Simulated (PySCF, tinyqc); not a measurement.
Worked calculation: MP2 on RHF in the sto-3g basis, frozen core, for LiH, spin multiplicity 1. The lowest restricted solution is unstable here: a spin-polarised one lies 0.0136 hartree lower (PySCF). Computed by tinyqc, a small Python program that keeps every step (integrals from PySCF). Settings: charge = 0, multiplicity = 1, basis = sto-3g, method = RHF, frozen orbitals = 1, energy threshold = 1e-10, iteration cap = 64, orthogonalisation = symmetric, start = Wolfsberg-Helmholz matrix, DIIS depth = 6. Command: `OMP_NUM_THREADS=1 python tinyqc.py 27905 27906 out.jsonl` (the two numbers bound the seeds that draw the settings). One thread of a shared host (Intel(R) Xeon(R) Processor @ 2.60GHz), about 0.1 s of CPU time with the checks. The early iterations of the SCF are left out here.

## One-electron integrals

Geometry (angstrom):
```
atom        x        y        z
Li    0.00000  0.00000  0.00000
H     0.00000  0.00000  2.33300
```

Basis sto-3g: exponents (1/bohr^2) and contraction coefficients of normalised primitives:
```
element  l (shell)  exponent  coefficient
Li           s (1)  16.11958      0.15433
Li           s (1)   2.93620      0.53533
Li           s (1)   0.79465      0.44463
Li           s (2)   0.63629     -0.09997
Li           s (2)   0.14786      0.39951
Li           s (2)   0.04809      0.70012
Li           p (3)   0.63629      0.15592
Li           p (3)   0.14786      0.60768
Li           p (3)   0.04809      0.39196
H            s (1)   3.42525      0.15433
H            s (1)   0.62391      0.53533
H            s (1)   0.16886      0.44463
```

Overlap, kinetic and nuclear-attraction integrals over the contracted functions; the nuclear repulsion is the sum of Za Zb / Rab.

nuclear repulsion = 0.6804679 hartree

overlap S, order 1Li 1s, 1Li 2s, 1Li 2px, 1Li 2py, 1Li 2pz, 2H 1s:
$$\begin{pmatrix}
1.00000 & 0.24114 & 0.00000 & 0.00000 & 0.00000 & 0.01253 \\
0.24114 & 1.00000 & 0.00000 & 0.00000 & 0.00000 & 0.22828 \\
0.00000 & 0.00000 & 1.00000 & 0.00000 & 0.00000 & 0.00000 \\
0.00000 & 0.00000 & 0.00000 & 1.00000 & 0.00000 & 0.00000 \\
0.00000 & 0.00000 & 0.00000 & 0.00000 & 1.00000 & 0.33696 \\
0.01253 & 0.22828 & 0.00000 & 0.00000 & 0.33696 & 1.00000
\end{pmatrix}$$

kinetic energy T (hartree), order 1Li 1s, 1Li 2s, 1Li 2px, 1Li 2py, 1Li 2pz, 2H 1s:
$$\begin{pmatrix}
3.57679 & -0.02024 & 0.00000 & 0.00000 & 0.00000 & -0.00581 \\
-0.02024 & 0.10216 & 0.00000 & 0.00000 & 0.00000 & 0.00777 \\
0.00000 & 0.00000 & 0.31968 & 0.00000 & 0.00000 & 0.00000 \\
0.00000 & 0.00000 & 0.00000 & 0.31968 & 0.00000 & 0.00000 \\
0.00000 & 0.00000 & 0.00000 & 0.00000 & 0.31968 & 0.03869 \\
-0.00581 & 0.00777 & 0.00000 & 0.00000 & 0.03869 & 0.76003
\end{pmatrix}$$

nuclear attraction V (hartree), order 1Li 1s, 1Li 2s, 1Li 2px, 1Li 2py, 1Li 2pz, 2H 1s:
$$\begin{pmatrix}
-8.20970 & -1.01904 & 0.00000 & 0.00000 & -0.00758 & -0.04979 \\
-1.01904 & -1.42722 & 0.00000 & 0.00000 & -0.08099 & -0.34491 \\
0.00000 & 0.00000 & -1.39763 & 0.00000 & 0.00000 & 0.00000 \\
0.00000 & 0.00000 & 0.00000 & -1.39763 & 0.00000 & 0.00000 \\
-0.00758 & -0.08099 & 0.00000 & 0.00000 & -1.45732 & -0.51423 \\
-0.04979 & -0.34491 & 0.00000 & 0.00000 & -0.51423 & -1.90704
\end{pmatrix}$$

core Hamiltonian H = T + V (hartree), order 1Li 1s, 1Li 2s, 1Li 2px, 1Li 2py, 1Li 2pz, 2H 1s:
$$\begin{pmatrix}
-4.63292 & -1.03928 & 0.00000 & 0.00000 & -0.00758 & -0.05560 \\
-1.03928 & -1.32506 & 0.00000 & 0.00000 & -0.08099 & -0.33714 \\
0.00000 & 0.00000 & -1.07795 & 0.00000 & 0.00000 & 0.00000 \\
0.00000 & 0.00000 & 0.00000 & -1.07795 & 0.00000 & 0.00000 \\
-0.00758 & -0.08099 & 0.00000 & 0.00000 & -1.13764 & -0.47554 \\
-0.05560 & -0.33714 & 0.00000 & 0.00000 & -0.47554 & -1.14701
\end{pmatrix}$$

## Two-electron integrals

Functions are numbered as in S; the eight-fold symmetry (ij|kl) = (ji|kl) = (kl|ij) leaves the list below.

Two-electron integrals (ij|kl) in chemists' order, unique and non-zero (hartree):
```
(11|11) 1.68040   (21|11) 0.26542   (21|21) 0.04994   (22|11) 0.39773
(22|21) 0.09286   (22|22) 0.29056   (31|31) 0.00898   (32|31) 0.01379
(32|32) 0.06418   (33|11) 0.39664   (33|21) 0.09288   (33|22) 0.29050
(33|33) 0.31295   (41|41) 0.00898   (42|41) 0.01379   (42|42) 0.06418
(43|43) 0.01687   (44|11) 0.39664   (44|21) 0.09288   (44|22) 0.29050
(44|33) 0.27921   (44|44) 0.31295   (51|51) 0.00898   (52|51) 0.01379
(52|52) 0.06418   (53|53) 0.01687   (54|54) 0.01687   (55|11) 0.39664
(55|21) 0.09288   (55|22) 0.29050   (55|33) 0.27921   (55|44) 0.27921
(55|55) 0.31295   (61|11) 0.01292   (61|21) 0.00247   (61|22) 0.00477
(61|33) 0.00471   (61|44) 0.00471   (61|51) 0.00034   (61|52) 0.00067
(61|55) 0.00490   (61|61) 0.00014   (62|11) 0.06509   (62|21) 0.01555
(62|22) 0.05643   (62|33) 0.05307   (62|44) 0.05307   (62|51) 0.00233
(62|52) 0.01792   (62|55) 0.06309   (62|61) 0.00095   (62|62) 0.02341
(63|31) 0.00081   (63|32) 0.00469   (63|53) 0.00227   (63|63) 0.00110
(64|41) 0.00081   (64|42) 0.00469   (64|54) 0.00227   (64|64) 0.00110
(65|11) 0.09180   (65|21) 0.02203   (65|22) 0.08174   (65|33) 0.07616
(65|44) 0.07616   (65|51) 0.00358   (65|52) 0.02777   (65|55) 0.09281
(65|61) 0.00137   (65|62) 0.03605   (65|65) 0.05576   (66|11) 0.22680
(66|21) 0.05468   (66|22) 0.21761   (66|33) 0.20012   (66|44) 0.20012
(66|51) 0.00755   (66|52) 0.07645   (66|55) 0.25240   (66|61) 0.00335
(66|62) 0.12092   (66|65) 0.19040   (66|66) 0.77461
```

## Orthogonalisation

S = U s U^T; symmetric (Loewdin) form X = U s^(-1/2) U^T, so that X^T S X = 1.

eigenvalues of S: [0.56979, 0.80853, 1.00000, 1.00000, 1.18251, 1.43917]

X, order 1Li 1s, 1Li 2s, 1Li 2px, 1Li 2py, 1Li 2pz, 2H 1s:
$$\begin{pmatrix}
1.02337 & -0.12876 & 0.00000 & 0.00000 & -0.00512 & 0.01734 \\
-0.12876 & 1.04662 & 0.00000 & 0.00000 & 0.03404 & -0.13156 \\
0.00000 & 0.00000 & 1.00000 & 0.00000 & 0.00000 & 0.00000 \\
0.00000 & 0.00000 & 0.00000 & 1.00000 & 0.00000 & 0.00000 \\
-0.00512 & 0.03404 & 0.00000 & 0.00000 & 1.04861 & -0.18878 \\
0.01734 & -0.13156 & 0.00000 & 0.00000 & -0.18878 & 1.07148
\end{pmatrix}$$

## Starting guess

The start is the generalised Wolfsberg-Helmholz matrix (K = 1.75) built on H; D = 2 C_occ C_occ^T.

D at the start, order 1Li 1s, 1Li 2s, 1Li 2px, 1Li 2py, 1Li 2pz, 2H 1s:
$$\begin{pmatrix}
1.97468 & 0.02558 & 0.00000 & 0.00000 & -0.09151 & -0.12862 \\
0.02558 & 0.18939 & 0.00000 & 0.00000 & 0.30179 & 0.37431 \\
0.00000 & 0.00000 & 0.00000 & 0.00000 & 0.00000 & 0.00000 \\
0.00000 & 0.00000 & 0.00000 & 0.00000 & 0.00000 & 0.00000 \\
-0.09151 & 0.30179 & 0.00000 & 0.00000 & 0.48977 & 0.60848 \\
-0.12862 & 0.37431 & 0.00000 & 0.00000 & 0.60848 & 0.75607
\end{pmatrix}$$

## Iteration 9 (converged): orbitals

converged F (hartree), order 1Li 1s, 1Li 2s, 1Li 2px, 1Li 2py, 1Li 2pz, 2H 1s:
$$\begin{pmatrix}
-2.36944 & -0.64369 & 0.00000 & 0.00000 & 0.01355 & -0.03465 \\
-0.64369 & -0.20607 & 0.00000 & 0.00000 & -0.05328 & -0.17958 \\
0.00000 & 0.00000 & 0.15847 & 0.00000 & 0.00000 & 0.00000 \\
0.00000 & 0.00000 & 0.00000 & 0.15847 & 0.00000 & 0.00000 \\
0.01355 & -0.05328 & 0.00000 & 0.00000 & 0.07066 & -0.17865 \\
-0.03465 & -0.17958 & 0.00000 & 0.00000 & -0.17865 & -0.06796
\end{pmatrix}$$

Diagonalise F' = X^T F X, C = X C', fill 2 alpha and 2 beta electrons from the bottom; D = 2 C_occ C_occ^T. Each column has its largest component positive (the first on a tie).

F' = X^T F X (hartree):
$$\begin{pmatrix}
-2.31587 & -0.36075 & 0.00000 & 0.00000 & 0.01087 & 0.02617 \\
-0.36075 & -0.04665 & 0.00000 & 0.00000 & -0.00095 & -0.17928 \\
0.00000 & 0.00000 & 0.15847 & 0.00000 & 0.00000 & 0.00000 \\
0.00000 & 0.00000 & 0.00000 & 0.15847 & 0.00000 & 0.00000 \\
0.01087 & -0.00095 & 0.00000 & 0.00000 & 0.14422 & -0.20977 \\
0.02617 & -0.17928 & 0.00000 & 0.00000 & -0.20977 & 0.04203
\end{pmatrix}$$

orbital energies (hartree): MO1 -2.37188, MO2 -0.22219, MO3 0.06804, MO4 0.15847, MO5 0.15847, MO6 0.34977

coefficients C, order 1Li 1s, 1Li 2s, 1Li 2px, 1Li 2py, 1Li 2pz, 2H 1s:
$$\begin{pmatrix}
0.99154 & -0.14852 & -0.21649 & 0.00000 & 0.00000 & 0.11005 \\
0.03306 & 0.51461 & 0.80009 & 0.00000 & 0.00000 & -0.47370 \\
0.00000 & 0.00000 & 0.00000 & 0.60719 & 0.79455 & 0.00000 \\
0.00000 & 0.00000 & 0.00000 & 0.79455 & -0.60719 & 0.00000 \\
-0.00429 & 0.31778 & -0.57873 & 0.00000 & 0.00000 & -0.83694 \\
-0.00191 & 0.61312 & -0.23357 & 0.00000 & 0.00000 & 0.87797
\end{pmatrix}$$

D after iteration 9, order 1Li 1s, 1Li 2s, 1Li 2px, 1Li 2py, 1Li 2pz, 2H 1s:
$$\begin{pmatrix}
2.01041 & -0.08730 & 0.00000 & 0.00000 & -0.10290 & -0.18592 \\
-0.08730 & 0.53183 & 0.00000 & 0.00000 & 0.32678 & 0.63091 \\
0.00000 & 0.00000 & 0.00000 & 0.00000 & 0.00000 & 0.00000 \\
0.00000 & 0.00000 & 0.00000 & 0.00000 & 0.00000 & 0.00000 \\
-0.10290 & 0.32678 & 0.00000 & 0.00000 & 0.20200 & 0.38969 \\
-0.18592 & 0.63091 & 0.00000 & 0.00000 & 0.38969 & 0.75185
\end{pmatrix}$$

Within a degenerate level the vectors are fixed only up to a rotation; this is one choice.

## Convergence

Stop when the energy changes by less than 1e-10 hartree and every element of the error matrix X^T (F D S - S D F) X is below 3e-06.

Course of the cycle:
```
iteration  E (hartree)     change  largest element of the error matrix
1           -7.7743546          -                             4.18e-02
2           -7.7850800  -1.07e-02                             2.60e-02
3           -7.7907676  -5.69e-03                             1.23e-02
4           -7.7916767  -9.09e-04                             4.09e-03
5           -7.7917218  -4.52e-05                             6.63e-04
6           -7.7917228  -9.07e-07                             2.19e-04
7           -7.7917229  -1.15e-07                             1.02e-05
8           -7.7917229  -2.88e-10                             3.04e-07
9           -7.7917229  -1.81e-13                             1.12e-11
```

PySCF RHF in the same basis = -7.7917229 hartree

Converged in 9 iterations.

## Populations, bond orders and dipole

Mulliken: Z minus the diagonal of D S on the atom; Loewdin: the same with S^(1/2) D S^(1/2); Mayer order: 2 sum_s sum (D(s) S)_ij (D(s) S)_ji over the two atoms.

Charges (e):
```
atom  Mulliken   Loewdin
1Li    0.02485   0.02209
2H    -0.02485  -0.02209
```

Mayer bond orders:
```
pair    order
2-1   0.99938
```

dipole moment about the origin, x y z (debye): [0.00000, 0.00000, -5.14136]

## Integrals over molecular orbitals

(pq|rs) = sum C_ip C_jq C_kr C_ls (ij|kl), one index at a time.

one-electron integrals over orbitals h = C^T H C (hartree):
$$\begin{pmatrix}
-4.62411 & 0.09557 & 0.16020 & 0.00000 & 0.00000 & -0.05170 \\
0.09557 & -1.25400 & 0.00624 & 0.00000 & 0.00000 & 0.05820 \\
0.16020 & 0.00624 & -1.08401 & 0.00000 & 0.00000 & 0.01635 \\
0.00000 & 0.00000 & 0.00000 & -1.07795 & 0.00000 & 0.00000 \\
0.00000 & 0.00000 & 0.00000 & 0.00000 & -1.07795 & 0.00000 \\
-0.05170 & 0.05820 & 0.01635 & 0.00000 & 0.00000 & -1.02040
\end{pmatrix}$$

Two-electron integrals over orbitals (pq|rs), unique and non-zero (hartree); the lowest 1 orbital is frozen and left out:
```
(22|22) 0.43902    (32|22) -0.06465   (32|32) 0.02655    (33|22) 0.21220
(33|32) 0.01667    (33|33) 0.32327    (42|42) 0.02090    (43|42) 0.02096
(43|43) 0.04139    (44|22) 0.23722    (44|32) 0.01748    (44|33) 0.27804
(44|44) 0.31295    (52|52) 0.02090    (53|52) 0.02096    (53|53) 0.04139
(54|54) 0.01687    (55|22) 0.23722    (55|32) 0.01748    (55|33) 0.27804
(55|44) 0.27921    (55|55) 0.31295    (62|22) 0.10444    (62|32) -0.04984
(62|33) -0.01724   (62|44) -0.04160   (62|55) -0.04160   (62|62) 0.13205
(63|22) -0.06220   (63|32) 0.02219    (63|33) 0.03713    (63|44) 0.01068
(63|55) 0.01068    (63|62) -0.04291   (63|63) 0.03510    (64|42) -0.01776
(64|43) -0.01104   (64|64) 0.01867    (65|52) -0.01776   (65|53) -0.01104
(65|65) 0.01867    (66|22) 0.40872    (66|32) -0.05078   (66|33) 0.23931
(66|44) 0.25498    (66|55) 0.25498    (66|62) 0.08567    (66|63) -0.04724
(66|66) 0.40179
```

## Second-order Moller-Plesset energy

Hartree-Fock energy = -7.7917229 hartree

E2 = sum_ijab (ia|jb) [2 (ia|jb) - (ib|ja)] / (e_i + e_j - e_a - e_b) over occupied i, j and virtual a, b; the opposite-spin part is (ia|jb)^2 / denominator, the rest is same-spin, and SCS-MP2 scales them by 6/5 and 1/3.

Terms:
```
i  j  a  b   (ia|jb)   (ib|ja)  denominator      term
2  2  6  6   0.13205   0.13205     -1.14393  -0.01524
2  2  3  6  -0.04984  -0.04984     -0.86219  -0.00288
2  2  6  3  -0.04984  -0.04984     -0.86219  -0.00288
2  2  3  3   0.02655   0.02655     -0.58046  -0.00121
2  2  5  5   0.02090   0.02090     -0.76133  -0.00057
2  2  4  4   0.02090   0.02090     -0.76133  -0.00057
```

Pair energies (hartree; pair i-j sums ij and ji):
```
pair  opposite spin  same spin
2-2        -0.02337          0
```

MP2 correlation energy = -0.0233670 hartree

SCS-MP2 correlation energy = -0.0280404 hartree

MP2 total energy = -7.8150898 hartree
